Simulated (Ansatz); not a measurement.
SiMe2 (C₂H₆Si). The state is a singlet with charge 0. Geometry PBE0-D4/def2-TZVP; atoms count from 1.

```xyz
9

C     0.010   -0.784   -1.192
C    -0.010    0.862    1.137
Si    0.023    1.061   -0.750
H    -0.908   -1.247   -0.805
H     0.844   -1.302   -0.701
H     0.065   -0.973   -2.265
H     0.894    0.330    1.460
H    -0.859    0.240    1.446
H    -0.058    1.812    1.671
```

The restricted singlet is unstable towards broken spin symmetry at other levels; at PBE0-D4/def2-TZVP this wasn't settled. Another isomer (singlet) lies 0.35 eV lower at PBE0-D4/def2-TZVP; other spin states weren't run for this one.

Q: Estimate the Mulliken populations from the PBE0/def2-TZVP orbitals of Ansatz.

A: 
```tsv
atom	charge (e)
C1	-0.49
C2	-0.49
Si3	0.18
H4	0.13
H5	0.13
H6	0.14
H7	0.13
H8	0.13
H9	0.14
```
Mulliken values depend strongly on the basis.

Q: And the Mayer bond orders between heavy atoms (over 0.3)?

A: C1–Si3 0.94 (1.90 Å); C2–Si3 0.94 (1.90 Å).
